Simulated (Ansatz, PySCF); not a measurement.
Molecule: C₂H₆NO (charge +1, singlet). SMILES: CC(N)=[OH+]
Structure (B3LYP-D3(BJ)/def2-TZVP (Ansatz, a first-principles code) minimum search):
```xyz
10

O      0.3320     1.2633     0.2216
C      0.0469     0.0170     0.0019
N      0.9676    -0.8878    -0.1870
C     -1.3946    -0.3100    -0.0203
H      0.7060    -1.8497    -0.3555
H     -1.8785     0.2934    -0.7915
H     -1.5731    -1.3651    -0.2080
H     -1.8335    -0.0217     0.9375
H      1.9589    -0.6816    -0.1751
H      1.2772     1.4907     0.2385
```
Charge +1, spin multiplicity 1.

Unscaled harmonic wavenumbers (cm⁻¹) in rising order, each level at the stationary point that it reaches from this structure (no distance between atoms moves by over 0.3 Å); the order of modes can differ between levels, and a negative number is imaginary. B3LYP-D3(BJ)/def2-TZVP (PySCF, at the structure above): 98, 439, 531, 537, 546, 665, 711, 891, 1039, 1070, 1089, 1192, 1404, 1455, 1461, 1544, 1604, 1716, 3052, 3110, 3165, 3523, 3630, 3701.

HF/6-31G* (Ansatz): 100, 458, 570, 571, 583, 740, 780, 935, 1137, 1182, 1191, 1304, 1548, 1594, 1595, 1695, 1748, 1879, 3235, 3313, 3351, 3769, 3883, 4005. Zero-point energy 58.8 against 54.6 kcal/mol; where all levels lie over 400 cm⁻¹, the wavenumbers are on average 1.081 times those of B3LYP-D3(BJ)/def2-TZVP.

B3LYP/6-31G* (Ansatz): 96, 436, 530, 533, 547, 659, 707, 891, 1044, 1082, 1095, 1204, 1427, 1477, 1483, 1560, 1626, 1740, 3073, 3138, 3187, 3536, 3641, 3664. Zero-point energy 54.9 against 54.6 kcal/mol; where all levels lie over 400 cm⁻¹, the wavenumbers are on average 1.005 times those of B3LYP-D3(BJ)/def2-TZVP.
